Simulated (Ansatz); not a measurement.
System: hcp Os. Method: PBE-D4 (Ansatz, an electronic-structure program, plane waves, PAW).

The input as run:

Ansatz 0.2 input:
```yaml
crystal:
  lattice:
    - [1.3777132893, -2.3862694153, 0.0]
    - [1.3777132893, 2.3862694153, 0.0]
    - [0.0, 0.0, 4.351095198]
  atoms:
    - { symbol: Os, position: [0.3333333333, 0.6666666667, 0.25] }
    - { symbol: Os, position: [0.6666666667, 0.3333333333, 0.75] }
basis:
  ecutwfc: 520
  ecutrho_ratio: 4
  xc_grid: 2
kpoints:
  mp_grid: { grid: [24, 24, 14] }
hamiltonian:
  xc: pbe
  dispersion: d4
  pseudopotentials: { kind: paw }
scf:
  occupations: { method: fermi_dirac, width: 0.05 }
output:
  forces: true
  stress: true
  eigenvalues: true
relax:
  f_tol: 0.004
  escape_saddle: false
  max_steps: 80
  cell: { stress_tol: 0.02, fix: [volume] }
```

Excerpt of the program's output:

```
Relaxation: its limit of steps is 80 (relax.max_steps)
Crystal: 2 atoms, lattice volume = 28.609 Å³
Basis set: ecut = 520 eV, 761 PW (Γ), exchange–correlation on 48×48×72 points (8 copies of the dense FFT grid, shifted against one another)
Bands: 20, of which v1, the nominal top of the filled ones, is band 16 counted from 1 (15 counted from 0)
Symmetry: 24 space group operations
Space group: P63/mmc (ITA 194), of the structure as read, at distance tolerance 3.1e-5 Å
k-points: 488 of 8064
Functional: x = pbe(κ = 0.804, μ = 0.2195149727645171), c = pbe(β = 0.06672455060314922)
SCF iter   1: F=—  HF=-22770.471658 eV  |F-HF|=—  |Δ(HF+E_count)|=         —  Δρ=9.32e-3  dr2=9.23e-3
SCF iter   2: F=—  HF=-22770.474697 eV  |F-HF|=—  |Δ(HF+E_count)|=   3.04e-3  Δρ=5.46e-3  dr2=3.12e-3
  ...
SCF 1 converged in 6 iterations: F = -22770.476130 eV  dr2 = 3.15e-10
Crystal: 2 atoms, lattice volume = 28.609 Å³
Initial density: handed on by an earlier stage of this run
SCF 2 converged in 6 iterations: F = -22770.476095 eV  dr2 = 1.00e-13
Crystal: 2 atoms, lattice volume = 28.609 Å³
SCF 3 converged in 6 iterations: F = -22770.476165 eV  dr2 = 3.79e-14
Crystal: 2 atoms, lattice volume = 28.609 Å³
SCF iter   6: F=-22770.476165 eV  HF=-22770.476165 eV  |F-HF|=1.09e-11  |Δ(HF+E_count)|=    0.00e0  Δρ=1.09e-9  dr2=1.15e-16
SCF iter   7: F=-22770.476165 eV  HF=-22770.476165 eV  |F-HF|=1.09e-11  |Δ(HF+E_count)|=  1.82e-11  Δρ=1.86e-10  dr2=9.70e-18
SCF 4 converged in 7 iterations: F = -22770.476165 eV  dr2 = 9.70e-18
SCF converged after 7 iterations
Free energy (F): -22770.476165 eV
Internal energy: -22770.463974 eV  (E = F + TS)
E sigma→0 (E₀):  -22770.470069 eV
Fermi energy:    25.360126 eV
--- Forces (eV/Å), atoms counted from 1 ---
  atom   1  Os    -0.00000000    -0.00000000     0.00000000
  atom   2  Os     0.00000000     0.00000000    -0.00000000
--- Stress (GPa, compression-positive) ---
       -7.920664       0.000000       0.000000
        0.000000      -7.920664       0.000000
        0.000000       0.000000      -7.921125
  P = ⅓ Tr σ = -7.9208 GPa (-79.208 kbar)
```

The cell is one volume of an energy–volume scan, off the minimum.

Computing time: very roughly 100 core-seconds.
